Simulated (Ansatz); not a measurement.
Structure relaxation of KAs₃

These are results of DFT PBE, scalar-relativistic, plane waves, PAW (Ansatz 0.2.0), not measurements. Cutoff 420 eV, Γ-centred k mesh, Gaussian smearing, no spin polarisation in the final step.

The start puts KAs₃ on the TiAl3 (D0_22) structure type (I4/mmm, No. 139), with K in place of Ti, As in place of Al, at a guessed volume.

```
CELL_PARAMETERS angstrom
-2.23282 2.23282 4.98761
2.23282 -2.23282 4.98761
2.23282 2.23282 -4.98761
ATOMIC_POSITIONS crystal
K 0.00000 0.00000 0.00000
As 0.50000 0.50000 0.00000
As 0.25000 0.75000 0.50000
As 0.75000 0.25000 0.50000
```

Cell and atoms relax at zero pressure; the relaxation can't lower the symmetry of the start.

Energies over the elements count from the elements' standard structures at the same level, with no empirical corrections.

(1) Describe the relaxed structure.

(2) What are its volume, energy, density and gap?

Results:

(1) It keeps I4/mmm (No. 139). The result has the TiAl3 (D0_22) structure. Conventional cell: a = 4.528 Å, c = 8.835 Å. Around K lie 12 As at 3.16–3.20 Å; around As on Wyckoff site b (1 atom of the primitive cell) lie 8 As at 3.16 Å and 4 K at 3.20 Å; around As on Wyckoff site d (2 atoms of the primitive cell) lie 4 K at 3.16 Å and 8 As at 3.16–3.20 Å.

```
K As
1.0
    -2.26424    2.26424    4.41755
     2.26424   -2.26424    4.41755
     2.26424    2.26424   -4.41755
K As
1 3
Direct
  0.00000 0.00000 0.00000
  0.50000 0.50000 0.00000
  0.25000 0.75000 0.50000
  0.75000 0.25000 0.50000
```

(2) The volume per atom is 22.65 Å³ and the density is 4.84 g/cm³. The energy over the elements is 0.29 eV/atom and the gap on the 14×14×14 mesh is 0 eV (a metal).

The final run used a 14×14×14 mesh on its 4-atom cell and 0.10 eV smearing. The k mesh leaves about 4 meV/atom of noise in metals. Symmetry constrained the relaxation, so the result can be a saddle point. The steps took about 7 core-minutes in all.